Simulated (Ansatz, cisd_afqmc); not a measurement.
System: NaCl, charge 1, doublet. NaCl+ (parent SMILES [Na][Cl], doublet).
B3LYP-D3(BJ)/def2-TZVP minimum from Ansatz (a first-principles code):
```xyz
2

Na     0.0000     0.0000    -1.7076
Cl     0.0000     0.0000     1.1049
```
Charge +1, spin multiplicity 2.

Total energies in def2-SVP, 7 correlated electrons, 10 frozen orbitals. UHF or UKS for unpaired electrons; spin-orbit terms are left out. Correlated methods leave the cores frozen. No relativity. AFQMC is phaseless with a CISD trial state; ± is one standard error, without the phaseless bias. Outlying blocks are dropped, and bars are widened where a walk drifts. Over all cases where full CI ran beside it in this data, AFQMC minus full CI had a median of +0.1 mEh and passed +0.4 mEh in a tenth of the cases. Full CI freezes restricted core orbitals and the other rows unrestricted ones, which leaves a small offset even where coupled cluster is exact. The spin of ClNa+ (parent SMILES [Na][Cl], doublet) was assumed, and the state is the lowest solution found for it.

| method | program | energy (Eh) | error against FCI (mEh) |
|---|---|---|---|
| HF | Ansatz | -620.94555 | 129.28 |
| MP2 | Ansatz | -621.05637 | 18.46 |
| CCSD | Ansatz | -621.07324 | 1.59 |
| CCSD(T) | Ansatz | -621.07448 | 0.34 |
| CCSDT(Q) | Ansatz | -621.07483 | 0.00 |
| CCSDTQ | Ansatz | -621.07484 | -0.01 |
| AFQMC/CISD | cisd_afqmc | -621.0747 ± 0.0001 | 0.1 ± 0.1 |
| FCI | Ansatz | -621.07483 | 0.00 |

Rough core times of Ansatz's runs on a shared machine: CCSD(T) under 20 s, CCSDT(Q) under 20 s, CCSDTQ 80 s, FCI 30 s.
